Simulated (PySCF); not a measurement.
# CH2BN: the cost of one run

Method: levels as typed in each script, gas phase, geometry from GFN2-xTB; program: PySCF 2.14.0.

## 1. Where the work starts

SMILES `[BH2-]C#N`, 5 atoms, charge -1, spin multiplicity 2.

Bond lengths: B1–C2 1.464 Å, B1–H4 1.210 Å, B1–H5 1.210 Å, C2–N3 1.188 Å. Angles: C2–B1–H4 120.9°, C2–B1–H5 120.8°, H4–B1–H5 118.3°, B1–C2–N3 179.9°.

As a file:

```
B     1.30534   -0.00021    0.00000
C    -0.15861    0.00045    0.00000
N    -1.34667   -0.00021    0.00000
H     1.92579   -1.03846    0.00000
H     1.92583    1.03832    0.00000
```

## 2. Removing and adding an electron (PBE/def2-svpd)

The input, input.py:

```python
import numpy as np
from pyscf import gto, scf, dft
from pyscf.scf import atom_ks, atom_hf
from scipy.linalg import block_diag

def solve(mol, dm0=None, hcore=None):
    mf = (dft.UKS if mol.spin else dft.RKS)(mol, xc='pbe')
    mf.grids.level = 3
    mf = mf.density_fit(auxbasis='def2-universal-jkfit')
    mf.conv_tol, mf.max_cycle = 1e-8, 80
    if hcore is not None:
        mf.get_hcore = lambda *args: hcore
    mf.kernel(dm0)
    if not mf.converged:
        mf = mf.newton().run(mf.mo_coeff, mf.mo_occ, max_cycle=30)
    assert mf.converged, 'SCF not converged'
    return mf

mol = gto.M(atom='''
B      1.30534    -0.00021     0.00000
C     -0.15861     0.00045     0.00000
N     -1.34667    -0.00021     0.00000
H      1.92579    -1.03846     0.00000
H      1.92583     1.03832     0.00000
''', basis='def2-svpd', charge=-1, spin=1, verbose=4)
mf = solve(mol)
out = dict(e0=mf.e_tot, dm0=mf.make_rdm1(), c=mf.mo_coeff, occ=mf.mo_occ, eps=mf.mo_energy)
for name, dq, spin in [('cation', 1, 0)]:
    ion = mol.copy().set(charge=mol.charge + dq, spin=spin).build()
    mi = solve(ion)
    if spin and dq > 0 and mol.nao < 130:
        c, _, stable, _ = mi.stability(return_status=True)
        if not stable:
            mi = solve(ion, mi.make_rdm1(c, mi.mo_occ))
    print(name, 'vertical energy change / eV', (mi.e_tot - mf.e_tot) * 27.211386)
    out.update({'e_' + name: mi.e_tot, 'dm_' + name: mi.make_rdm1(), 's2_' + name: mi.spin_square()[0], 'eps_' + name: mi.mo_energy, 'occ_' + name: mi.mo_occ})
# spherically averaged free atoms, for the promolecule
atm = atom_ks.get_atm_nrks(mol, xc='pbe')
pro = block_diag(*[(atm[a[0]][2] * atm[a[0]][3]) @ atm[a[0]][2].T for a in mol._atom])
np.savez('result.npz', pro=pro, **out)
```

Started as:

```
$ OMP_NUM_THREADS=1 python input.py
```

What time and memory should one allow on 1 thread of Intel Xeon 6975P-C (Granite Rapids), shared host?

About 6.8 s, with a peak of 0.31 GiB.
